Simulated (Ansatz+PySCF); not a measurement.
The numbers below are computed, except where a source is named.
Input for PySCF 2.14.0:

```python
from pyscf import gto, scf, mp

# the (T+d) and (D+d) sets load through basis_set_exchange
mol = gto.M(atom="""
C 0.020590 -0.000440 -1.077250
P 0.006090 0.003350 0.694760
H -0.010010 -0.948240 -1.620330
H -0.010160 0.932390 -1.613170
H 0.644020 1.130210 1.199800
H -1.299370 0.002540 1.234150
H 0.654820 -1.125650 1.196400
""", basis={'C': 'cc-pvtz', 'H': 'cc-pvtz', 'P': 'cc-pv(t+d)z'}, charge=1, spin=1)
mf = scf.UHF(mol)
mf.kernel()
pt = mp.MP2(mf, frozen=6).run()
print(mf.e_tot, pt.e_corr, pt.e_tot)
```

The script is written out from the run's settings.

Output:

* Converged: yes
* Reference energy: -381.25139 hartree
* Correlation energy: -0.29225 hartree
* Total energy: -381.54364 hartree
* Spin squared of the determinant: 0.762
